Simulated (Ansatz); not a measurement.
Results of PBEsol (Ansatz, a first-principles code, PAW) for fcc Rh.

Numerical settings: plane-wave cutoff 500 eV, 14×20×1 k mesh (along the axes of the cell as run), Fermi–Dirac smearing 0.1 eV, scalar-relativistic PAW data made under PBE.

Task: Predict the surface energy of the (110) face and work function of the (110) face.

Result: 
surface energy of the (110) face: 2.89 J/m²
work function of the (110) face: 4.68 eV

The slab of 12 atoms is relaxed and unreconstructed.

It cost very roughly 40 core-minutes of CPU time.
